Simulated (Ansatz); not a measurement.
**CH4+ (doublet): wave-function methods side by side, def2-QZVPP**

An exercise on one series of results from a longer session: the logs are not shown, and one member is left open.

Program: Ansatz 0.2.0, Gaussian basis. Level of theory: def2-QZVPP, core rule «outside noble gas», up to 1 orbitals frozen. These are calculated values, not measurements.

To be run: UHF; ROHF; CCSD(T) on UHF.

2 further runs of the same task are left out: 2 set aside as unsound or not needed.

### What is computed

The geometry is a PBE0/def2-TZVP stationary point (not a proven minimum) of the parent state, kept for this charge and spin.

5 atoms, charge 1, spin multiplicity 2.

Atoms are counted from 1 here; the program's logs count them from 0.

Bond lengths: C1–H2 1.090 Å, C1–H3 1.090 Å, C1–H4 1.090 Å, C1–H5 1.090 Å. Angles: H2–C1–H3 109.5°, H2–C1–H4 109.5°, H2–C1–H5 109.5°, H3–C1–H4 109.5°, H3–C1–H5 109.5°, H4–C1–H5 109.5°.

Set-up of the first run:

Contents of in.yaml:

```yaml
crystal:
  periodic: [false, false, false]
  atoms:
    - {symbol: C, position_ang: [0.000000, 0.000000, 0.000000]}
    - {symbol: H, position_ang: [0.628037, 0.630011, 0.629222]}
    - {symbol: H, position_ang: [-0.631581, -0.626732, 0.628949]}
    - {symbol: H, position_ang: [-0.626594, 0.628165, -0.632497]}
    - {symbol: H, position_ang: [0.630138, -0.631444, -0.625675]}
basis:
  gaussian: {orbitals: "def2-QZVPP.json"}
total_charge: 1
magnetization: {spin_polarized: true, initial_magnetization: 1}
hamiltonian: {xc: hf}
output: {orbitals: {seedname: orbitals}}
```

The run is started by

```console
> ansatz run in.yaml --threads 1 --pin off --events-out ev --progress --plain --max-ram 2393MiB
```

Steps of the session up to this table: UHF; ROHF; CCSD(T) on UHF.

One table of the session follows, with a row left open; its other results are not shown here.

| method | from UCCSD(T) (meV) |
| --- | --- |
| ROHF | ? |
| UHF | +5234.2 |
| UMP2 | +694.8 |
| UCCSD | +143.0 |
| UCCSD(T) | 0 |

**Question.** Estimate the row for ROHF.

As computed: from UCCSD(T) (meV): +5343.7. In the column «from UCCSD(T) (meV)» it is the highest.
